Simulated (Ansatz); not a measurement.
**CH3NS (thioformamide): entropy by statistical mechanics**

A singlet with charge 0, relaxed at PBE0-D4/def2-TZVP (Ansatz 0.2.0):

```xyz
6

N    -0.6363   -0.0485   -0.3534
C     0.5131    0.1411    0.2972
S     1.5694   -1.0205    0.7354
H    -0.9060   -0.9839   -0.6125
H    -1.2400    0.7188   -0.5917
H     0.6997    1.1930    0.5249
```

Harmonic wavenumbers in cm⁻¹: 373, 435, 641, 904, 968, 1146, 1328, 1473, 1641, 3103, 3587, 3724.

Masses in u: N 14.007, C 12.011, S 32.06, H 1.008. Take T = 298.15 K, p = 1 bar, R = 8.3145 J/(mol K), kT/hc = 207.22 cm⁻¹, rigid rotor and harmonic oscillator.

Question: Work out S° at 298 K.

Answer: 
1. Translation (Sackur–Tetrode): S = R[3/2 ln M + 5/2 ln T − 1.1517] with M = 61.102 gives 160.1 J/(mol K).
2. Rotation: principal moments 8.009, 82.550, 90.560 u Å² give A, B, C = 2.1048, 0.2042, 0.1861 cm⁻¹; the symmetry number is σ = 1; q = (√π/σ)√((kT/hc)³/ABC) = 18695; S = R(ln q + 3/2) = 94.3.
3. Vibration: with u = ν̃/207.22, each mode gives R[u/(eᵘ − 1) − ln(1 − e⁻ᵘ)]; the sum is 11.0, most from 373 cm⁻¹ (4.5), 435 cm⁻¹ (3.5), 641 cm⁻¹ (1.6).
4. Electronic: R ln 1 = 0.0, from the spin multiplicity alone.
5. Sum: 160.1 + 94.3 + 11.0 + 0.0 = 265.4 J/(mol K).

No measured value is set beside it here.
